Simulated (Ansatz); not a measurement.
A made-up structure of NaSi2H5, singlet:

Na1  (2.346, -2.711, 0.953)
Si2  (-0.363, 0.560, -0.970)
Si3  (0.560, -0.596, 0.840)
H4  (-0.230, -0.417, -2.106)
H5  (0.682, 1.595, -1.285)
H6  (0.621, 0.285, 2.048)
H7  (1.934, -1.157, 0.661)
H8  (-0.314, -1.747, 1.227)
(Å)

It is relaxed with PBE-D4/def2-SVP and then PBE0-D4/def2-TZVP (Ansatz 0.2.0). Atoms count as bonded within 1.22 times the sum of their covalent radii (H–H: 0.88 Å). The end point is not checked to be a true minimum.

(1) Does its bonding change? (Judge from chemistry; the calculation decides.)

## Answers

(1) The calculation gives: Yes. Formed: Na1–H6, Na1–H8; broken: none.

Where it ends: The first stage lowers the energy by 0.82 eV in 12 steps. It ends as NaSi₂H₅ ([SiH2][Si]123[H][Na]1([H]2)[H]3):
```tsv
atom	x (Å)	y (Å)	z (Å)
Na1	1.9198	-2.2893	2.1027
Si2	-0.6528	0.7478	-0.9009
Si3	0.6241	-0.6651	0.4379
H4	-0.2683	-0.1563	-2.0754
H5	0.5965	1.6248	-1.0207
H6	0.9244	-0.2267	1.8787
H7	2.0507	-1.1850	0.1429
H8	0.0423	-2.0388	0.8035
```

Labels in which every atom is bracketed show which atoms are joined, not bond orders.

For scale, one of the runs: PBE0-D4/def2-TZVP relaxation, 136 basis functions, launched by `ansatz run in.yaml --threads 2 --pin off --events-out ev --progress --plain --max-ram 4352MiB`. Hardware: 2 CPU threads of an Arm Neoverse V1, shared host. Wall time about 26 s.
